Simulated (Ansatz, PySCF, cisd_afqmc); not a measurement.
System: CF4, charge 0, singlet. CF4 (tetrafluoromethane, SMILES FC(F)(F)F).
B3LYP-D3(BJ)/def2-TZVP minimum from Ansatz (a program for electronic structure):
```
C
F 1 1.3260
F 1 1.3260 2 109.47
F 1 1.3260 2 109.47 3 120.00
F 1 1.3260 2 109.47 4 120.00
```

Atomisation energy term by term, kcal/mol (programs: Ansatz, cisd_afqmc). Open shells are spin-unrestricted; no spin-orbit coupling. Correlated methods leave the cores frozen. Rows without X2C or -DK are non-relativistic. AFQMC is phaseless with a CISD trial state; ± is one standard error, without the phaseless bias. Outlying blocks are dropped, and bars are widened where a walk drifts. Over all cases where full CI ran beside it in this data, AFQMC minus full CI had a median of +0.1 mEh and passed +0.4 mEh in a tenth of the cases. CBS(X,Y): correlation extrapolated as X^-3, Hartree-Fock from the larger set (Q,5: extrapolated as (X+1)exp(-9√X)). A bracket is a step between two methods taken in the basis named. 'core' is core correlation in cc-pwCVTZ, 'X2C' scalar relativity in cc-pVTZ-DK, both at CCSD(T).

| term | basis | kcal/mol |
|---|---|---|
| Hartree-Fock | CBS(cc-pVQZ,cc-pV5Z) | 313.73 |
| CCSD correlation | CBS(cc-pVQZ,cc-pV5Z) | 150.47 |
| (T) | CBS(cc-pVQZ,cc-pV5Z) | 13.73 |
| CCSDT(Q) - CCSD(T) | cc-pVDZ | 0.79 |
| core correlation | cc-pwCVTZ | 1.22 |
| scalar relativity | X2C, cc-pVTZ-DK | -0.85 |
| minus zero-point energy | Hessian by PySCF at B3LYP-D3(BJ)/def2-TZVP | -10.54 |
| sum: D0 |  | 468.5 |

The step beyond CCSD(T) by other levels: AFQMC/CISD in cc-pVTZ 0.38 ± 0.27 kcal/mol.
